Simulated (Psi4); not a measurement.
**[PO2]+ (SMILES O=[P+]=O) at CCSD(T)/6-311+G(d,p) (ints tolerance 1e-06, sweep point 3)**

What is the vertical ionisation energy of [PO2]+ at CCSD(T)/6-311+G** (ints tolerance 1e-06, sweep point 3)? Input form: a Python script.

The results are computed with Psi4 1.11.

4 further runs of the same task are left out: 2 that didn't finish, 2 set aside as unsound or not needed.

## (1) The structure to begin with

[PO2]+ has 3 atoms, charge +1, and is taken as a singlet. As SMILES, `O=[P+]=O`. The coordinates come from a GFN2-xTB relaxation.

Bond lengths: O1–P2 1.407 Å, P2–O3 1.408 Å. Angles: O1–P2–O3 179.9°.

## (2) A single-point energy at CCSD(T)/6-311+G(d,p) (ints tolerance 1e-06, sweep point 3)

Contents of run.py:

```python
import psi4

psi4.set_memory(1600000000)
psi4.set_num_threads(1)
psi4.set_output_file('output.dat', False)

mol = psi4.geometry("""
1 1
O      0.792290     1.025900     0.548180
P      0.000230    -0.000210     0.000340
O     -0.792520    -1.025690    -0.548520
symmetry c1
""")

psi4.set_options({
    'basis': '6-311+G**',
    'reference': 'rhf',
    'puream': True,
    'scf_type': 'direct',
    'num_frozen_docc': 7,
    'ints_tolerance': 1e-06,
    'maxiter': 60,
})

E, wfn = psi4.energy("ccsd(t)", return_wfn=True)
print(f'total energy {E:.8f} hartree = {E * 27.211386:.5f} eV')
```

Run with:

```
python run.py
```

output.dat:

```text
[...]
  Running in c1 symmetry.
[...]
  Nuclear repulsion =  102.269076955648416
[...]
  Multiplicity = 1
[...]
  Nalpha       = 15
  Nbeta        = 15
[...]
    Number of basis functions: 74
[...]
   @DF-RHF iter   1:  -489.91422772816708    3.25397e-02   8.52728e-03 ADIIS/DIIS
[...]
   @RHF iter  18:  -490.08536695629527   -7.27596e-12   4.58013e-09 DIIS
[...]
    Orbital Energies [Eh]
    ---------------------
    Doubly Occupied:
       1A    -80.461024     2A    -20.962821     3A    -20.962797
       4A     -7.998739     5A     -5.895109     6A     -5.893669
       7A     -5.893669     8A     -1.772550     9A     -1.720629
      10A     -1.061590    11A     -0.950899    12A     -0.944431
      13A     -0.944431    14A     -0.868692    15A     -0.868692
[...]
  @RHF Final Energy:  -490.08536695629527
   => Energetics <=
    Nuclear Repulsion Energy =            102.2690769556484156
    One-Electron Energy =                -870.3094021439374046
    Two-Electron Energy =                 277.9549582319937144
    Total Energy =                       -490.0853669562952746
[...]
 Multipole Moments:
 ------------------------------------------------------------------------------------
     Multipole            Electronic (a.u.)      Nuclear  (a.u.)        Total (a.u.)
 ------------------------------------------------------------------------------------
 L = 1.  Multiply by 2.5417464519 to convert [e a0] to [Debye]
 Dipole X            :         -0.0017595            0.0002887           -0.0014708
 Dipole Y            :         -0.0009488            0.0001527           -0.0007961
 Dipole Z            :         -0.0000000            0.0000000           -0.0000000
 Magnitude           :                                                    0.0016725
[...]
      * MP2 total energy                      = -490.614063465336301
[...]
      * CCSD total energy                     = -490.600326050298463
[...]
      * CCSD(T) total energy                  = -490.627406522144838
```

On the terminal:

```text
total energy -490.62740652 hartree = -13350.65174 eV
```

Run time: 11 s. Hardware: 1 thread of Intel Xeon Platinum 8488C (Sapphire Rapids), shared host; peak memory 0.37 GiB.

## (3) Doublet [PO2]2+ at the same level

Contents of run.py:

```python
import psi4

psi4.set_memory('1600 MB')
psi4.set_num_threads(1)
psi4.core.set_output_file('o2p.out', False)

molecule = psi4.geometry("""
2 2
O      0.792290     1.025900     0.548180
P      0.000230    -0.000210     0.000340
O     -0.792520    -1.025690    -0.548520
units angstrom
symmetry c1
""")

psi4.set_options({
    'reference': 'uhf',
    'puream': True,
    'scf_type': 'direct',
    'num_frozen_docc': 7,
    'ints_tolerance': 1e-06,
    'maxiter': 150,
})

e = psi4.energy('ccsd(t)/6-311+G**')
print(f'ccsd(t)/6-311+G** energy: {e:.10f} Eh')
```

Run with:

```
python run.py
```

o2p.out:

```text
[...]
  Running in c1 symmetry.
[...]
  Nuclear repulsion =  102.269076955648416
[...]
  Multiplicity = 2
[...]
  Nalpha       = 15
  Nbeta        = 14
[...]
    Number of basis functions: 74
[...]
   @DF-UHF iter   1:  -489.11254064356740    8.34227e-01   7.11124e-03 ADIIS/DIIS
[...]
   @UHF iter  33:  -489.31300518310064   -1.87583e-12   3.46072e-09 DIIS
[...]
   @S^2 Observed:                1.110931306E+00
[...]
    Orbital Energies [Eh]
    ---------------------
    Alpha Occupied:
       1A    -80.789614     2A    -21.374857     3A    -21.374654
       4A     -8.329356     5A     -6.230409     6A     -6.224800
       7A     -6.216093     8A     -2.187318     9A     -2.149021
      10A     -1.428642    11A     -1.376211    12A     -1.349811
      13A     -1.346491    14A     -1.315331    15A     -1.274231
    Alpha Virtual:
      16A     -0.609359    17A     -0.509627    18A     -0.506430
      19A     -0.266388    20A     -0.240308    21A     -0.237643
      22A     -0.237436    23A     -0.140491    24A     -0.132334
      25A     -0.128424    26A     -0.109886    27A     -0.047637
[...]
  @UHF Final Energy:  -489.31300518310064
   => Energetics <=
    Nuclear Repulsion Energy =            102.2690769556484156
    One-Electron Energy =                -859.2962370586777752
    Two-Electron Energy =                 267.7141549199287169
    Total Energy =                       -489.3130051831006426
  UHF NO Occupations:
  HONO-2 :   13  A 1.9904732
  HONO-1 :   14  A 1.8236976
[...]
 Multipole Moments:
 ------------------------------------------------------------------------------------
     Multipole            Electronic (a.u.)      Nuclear  (a.u.)        Total (a.u.)
 ------------------------------------------------------------------------------------
 L = 1.  Multiply by 2.5417464519 to convert [e a0] to [Debye]
 Dipole X            :          0.0030847            0.0002887            0.0033734
 Dipole Y            :          0.0007820            0.0001527            0.0009348
 Dipole Z            :         -0.0000000            0.0000000           -0.0000000
 Magnitude           :                                                    0.0035005
[...]
      * MP2 total energy                      = -489.748765410781857
[...]
      * CCSD total energy                     = -489.787564848394481
[...]
      * CCSD(T) total energy                     = -489.811745819093687
```

On the terminal:

```text
ccsd(t)/6-311+G** energy: -489.8117458191 Eh
```

Wall time 28 s (1 thread of Intel Xeon Platinum 8488C (Sapphire Rapids), shared host); peak memory 0.41 GiB.

## (4) What came out

Level: CCSD(T)/6-311+G** (ints tolerance 1e-06, sweep point 3), 7 core orbitals frozen.

| quantity | value |
| --- | --- |
| singlet [PO2]+: total energy | -490.62741 Eh |
| singlet [PO2]+: HOMO energy (Hartree–Fock orbitals) | -23.64 eV |
| singlet [PO2]+: LUMO energy (Hartree–Fock orbitals) | -8.48 eV |
| singlet [PO2]+: HOMO–LUMO gap (Hartree–Fock orbitals) | 15.16 eV |
| singlet [PO2]+: correlation energy (7 core orbitals frozen) | -542.0 mEh |
| singlet [PO2]+: (T) correction | -27.08 mEh |
| singlet [PO2]+: T1 diagnostic | 0.026 |
| doublet [PO2]2+: total energy | -489.81175 Eh |
| doublet [PO2]2+: HOMO energy (Hartree–Fock orbitals) (highest over α and β) | -30.93 eV |
| doublet [PO2]2+: LUMO energy (Hartree–Fock orbitals) (lowest over α and β) | -18.86 eV |
| doublet [PO2]2+: correlation energy (7 core orbitals frozen) | -498.7 mEh |
| doublet [PO2]2+: (T) correction | -24.18 mEh |
| doublet [PO2]2+: ⟨S²⟩ of the reference determinant | 1.111 |
| doublet [PO2]2+: T1 diagnostic | 0.082 |
| vertical ionisation energy (to the doublet dication) | 22.195 eV |

Removing an electron at fixed nuclei costs 22.20 eV (2142 kJ/mol). The T1 diagnostic (singlet [PO2]+) of 0.026 is above the customary mark for such species, so a single reference may not serve. The triples (singlet [PO2]+) make up 5.0 % of the correlation energy. ⟨S²⟩ (doublet [PO2]2+) is 1.11 where a pure doublet has 0.75: the reference is spin-contaminated. The T1 diagnostic (doublet [PO2]2+) of 0.082 is above the customary mark for such species, so a single reference may not serve. The triples (doublet [PO2]2+) make up 4.8 % of the correlation energy.
